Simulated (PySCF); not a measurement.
One molecule, one basis, several functionals.

C2H6O2S.
SMILES: `CS(C)(=O)=O`

PySCF, pcSseg-2 basis, density fitting, gas phase, PBE0-D3(BJ)/def2-SVP geometry. One functional is left out:

```tsv
functional	exact exchange (%)	HOMO energy (eV)	LUMO energy (eV)	dipole moment (D)
B97-D	0	-7.05	-0.42	4.505
BLYP	0	-6.96	-0.58	4.516
BP86	0	-7.16	-0.40	4.499
LDA	0	-7.25	-0.66	4.583
OPBE	0	-6.97	-0.44	4.361
PBE	0	-7.05	-0.55	4.462
B3LYP	20	-8.29	-0.18	4.733
B97-2	21	-8.23	0.18	4.690
mPW1PW91	25	-8.54	0.11	4.729
BHandHLYP	50	-9.92	0.59	5.001
```

Problem. Predict the row of PBE0 (25 % exact exchange) by straight lines through the other rows, and check it.

Solution. 
```csv
property,line,computed,computed − line,"mPW1PW91 (25 %), for comparison"
HOMO energy (eV),-8.51,-8.51,0.00,-8.54
LUMO energy (eV),0.07,0.14,+0.07,0.11
dipole moment (D),4.746,4.720,-0.026,4.729
```

Problem. Which of these properties follows the share of exact exchange most closely, and which least?

Solution. Most closely the HOMO energy, least the dipole moment; the correlations over the tabulated rows are HOMO energy -0.996, LUMO energy 0.959, dipole moment 0.951. The HOMO energy moves by -0.573 eV for every 10 %. Functionals with the same share still differ in their other parts: at 0 % BLYP and LDA differ by 0.29 eV in it.
